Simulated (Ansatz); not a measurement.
Consider the atomization: `N/C(F)=C\O` → 2 C• + F• + 4 H• + N• + O•.

Isolated molecules relaxed with PBE0-D4/def2-TZVP in Ansatz; ΔE leaves out vibrations. CCSD(T)/CBS is the MP2 limit (def2-TZVPP, def2-QZVPP) plus CCSD(T) − MP2 in def2-TZVPP, frozen cores. This one scheme is used for every species, atoms too. DFT in def2-TZVPP. No spin–orbit coupling; open shells (•) take unrestricted orbitals. Spin–orbit coupling would lower the free atoms: a little for C, F, O. One conformer a species, not always the lowest.

```csv
level,ΔE (eV)
PBE-D4,38.44
r2SCAN0-D4,35.90
BHLYP-D4,35.03
BLYP,36.96
LC-ωPBE,36.95
CCSD/def2-SVP,34.11
CCSD(T)/def2-SVP,34.61
MP2/CBS(def2),37.81
```

Task: What does CCSD(T)/CBS give? (Best estimate.)

Result: Ansatz gave: +36.76 eV. The listed levels differ from it by 1.68, -0.86, -1.73, 0.20, 0.19, -2.65, -2.15, 1.05 eV.

Largest T1 diagnostic among the species: 0.012.

From r2SCAN to r2SCAN0 (25 % exact exchange), in def2-TZVPP and without D4, ΔE moves by −1.01 eV: exact exchange takes away binding that semilocal exchange gives to molecules. At CCSD(T), def2-SVP lies −2.15 eV from the extrapolated value and def2-TZVPP −1.16 eV: correlation converges slowly with the basis, and small sets miss more of it in the bonded molecule than in its fragments. The D4 term adds +0.22 eV with B3LYP and +0.12 eV with PBE0; it sums over pairs of atoms, weighted by their polarisabilities, and B3LYP, whose exchange is more repulsive, gets the larger term.

B3LYP here is the variant with VWN-RPA as its local correlation; programs differ in this.

For atomizations the MP2-based limit and the directly extrapolated one differ by several kJ/mol either way, and by 10 to 25 for some Ge, Se and Sn compounds, so smaller differences from it don't rank the levels.
